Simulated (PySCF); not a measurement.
Work out the structure from these simulated measurements.

Formula: C5; singlet state.

* 13C NMR: chemical shifts (computed TMS as zero) by class: 425.0 (2 C), 87.5 (2 C), 35.1 (1 C) ppm [GIAO PBE/pcSseg-2]
* Valence photoelectron: vertical ionisation energy: 11.42 eV [ΔSCF CAM-B3LYP/def2-SVPD]
* Couplings: largest of the computed one-bond spin–spin couplings (means over like bonds): 13C–13C +158.6 (×2), 13C–13C +20.4 (×2) Hz [B3LYP/pcJ-1]
* Dipole: 0.00 D [CAM-B3LYP/def2-SVPD]
* UV, strongest line: among the 10 lowest singlet transitions: S6/S7 at 3.78 eV (328 nm, f = 0.042 summed over these states) [TDDFT CAM-B3LYP/def2-SVPD]
* UV, first state: lowest singlet excitation: 2.29 eV (540 nm, f = 0.000) [TDDFT CAM-B3LYP/def2-SVPD]
* Rotational structure: rotational constant B (linear): 2.529 GHz [PBE0-D3(BJ)/def2-SVP]
* Triplet: lowest triplet excitation (Tamm–Dancoff): 1.87 eV [TDA CAM-B3LYP/def2-SVPD]

Gas-phase values; electronic properties from PySCF, density fitting. Levels stand in brackets. Geometry: PBE0-D3(BJ)/def2-SVP; no solvent, vibrations or thermal averaging. NMR classes are plain means over equivalent atoms (diastereotopic ones count apart unless rotation or inversion swaps them), as if these changed places fast.

Problem. What is the compound? Reason from the data.

Solution. Numbering: `[C:1]=[C:2]=[C:3]=[C:4]=[C:5]`. 5 carbons fall into 3 classes; from least to most shielded: carbon bonded to C [C1/C5] (425.0 ppm, 2 C), central carbon of cumulated double bonds [C2/C4] (87.5 ppm, 2 C), central carbon of cumulated double bonds [C3] (35.1 ppm). The couplings run between: +158.6 Hz, central carbon of cumulated double bonds [C2] and central carbon of cumulated double bonds [C3] (with 1 like pair); +20.4 Hz, carbon bonded to C [C1] and central carbon of cumulated double bonds [C2] (with 1 like pair). The vanishing dipole is forced by symmetry. The optimised geometry has point group D∞h and is a linear rotor. Structure: `[C]=C=C=C=[C]` (pentacarbon) [singlet]. The assignments are read from this structure; whether some other isomer fits the data as well wasn't checked.
